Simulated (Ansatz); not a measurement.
Ideal-gas functions of `NN` at 400 K and 1 bar, from an Ansatz frequency run at PBE0-D4/def2-TZVP.

Molar mass 32.05 g/mol, point group C2 (symmetry number 2), electronic degeneracy 1, moments of inertia 3.454, 20.402, 20.43 u Å². Harmonic wavenumbers (cm⁻¹, unscaled): 466, 810, 972, 1152, 1305, 1337, 1681, 1695, 3488, 3495, 3593, 3599.

Use S(trans) = R[1.5 ln M + 2.5 ln T − 1.1517]; rotational temperatures θ = 24.2544 K / I; S(rot) = R[ln(√π/σ · √(T³/θAθBθC)) + 1.5]; for each mode x = 1.438777 ν̃/T, S = R[x/(eˣ − 1) − ln(1 − e⁻ˣ)] and H = RT x/(eˣ − 1); 1 cm⁻¹ = 0.0119627 kJ/mol; R = 8.31446 J/(mol·K).

Task: By hand: the entropy, in J/(mol·K).

Result: Translation 158.2. Rotation: θ = 7.0221, 1.1888, 1.1872 K, giving 76.7. Vibration, mode by mode: 4.93, 1.85, 1.16, 0.69, 0.44, 0.40, 0.14, 0.13, 0.00, 0.00, 0.00, 0.00, in all 9.7. Electronic 0.0. Sum 244.6 J/(mol·K).

Task: By hand: H − E and G − E in kJ/mol, counted from the electronic energy.

Result: Zero-point energy ½ × 23593 × 0.0119627 = 141.1; thermal vibration 2.8; translation, rotation and pV give 4 RT = 13.3. H − E = 157.2 kJ/mol, and G − E = 157.2 − 400 × 244.6/1000 = 59.4 kJ/mol.

Vibration gives 4 % of the entropy. The sum counts one conformer and one mirror image; others add a mixing term.
